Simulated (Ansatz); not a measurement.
`C=[CH][AlH2]` + `[OH][AlH2]` → `[AlH2][O][AlH2]` + ethylene at 600 K and 1 bar (ligand exchange at the Al–C bond).

Isolated molecules relaxed with PBE0-D4/def2-TZVP in Ansatz; ΔE leaves out vibrations. CBS: MP2 limit from def2 TZ/QZ plus the TZ coupled-cluster correction, frozen cores. This one scheme is used for every species.

```json
{"species": "`C=[CH][AlH2]`", "CCSD(T)/CBS energy (Eh)": "-321.08307", "H − E (kJ/mol)": "188.8", "S (J/(mol·K))": "354.4"}
{"species": "`[OH][AlH2]`", "CCSD(T)/CBS energy (Eh)": "-319.03157", "H − E (kJ/mol)": "103.2", "S (J/(mol·K))": "300.4"}
{"species": "`[AlH2][O][AlH2]`", "CCSD(T)/CBS energy (Eh)": "-561.69291", "H − E (kJ/mol)": "131.6", "S (J/(mol·K))": "379.2"}
{"species": "`C=C`", "CCSD(T)/CBS energy (Eh)": "-78.48111", "H − E (kJ/mol)": "161.6", "S (J/(mol·K))": "257.2"}
```

H − E and S are ideal-gas, rigid-rotor, harmonic terms from PBE0-D4/def2-TZVP. 1 Eh = 2625.50 kJ/mol, R = 8.31446 J/(mol·K).

By hand: ΔE, ΔH, ΔS and ΔG.

ΔE = (-561.69291) + (-78.48111) − (-321.08307) − (-319.03157) = -0.05938 Eh = -155.9 kJ/mol. Δ(H − E) = 131.6 + 161.6 − 188.8 − 103.2 = 1.2, so ΔH = -154.7 kJ/mol. ΔS = 379.2 + 257.2 − 354.4 − 300.4 = -18.4 J/(mol·K). ΔG = -154.7 − 600 × (-18.4)/1000 = -143.7 kJ/mol.

By hand: the equilibrium constant, and the temperature at which ΔG would vanish if ΔH and ΔS stayed fixed.

log₁₀ K = −ΔG/(RT ln 10) = 12.5. ΔG = 0 at ΔH/ΔS = 8408 K, far beyond where these terms or the molecules hold.

ΔH outweighs TΔS. A doubt of 5 kJ/mol in ΔE shifts log₁₀ K by 0.4 here. These are equilibria of isolated gas molecules and say nothing of rates. Largest T1 diagnostic: 0.013 (customary marks: 0.02 for closed shells, 0.045 for open ones).
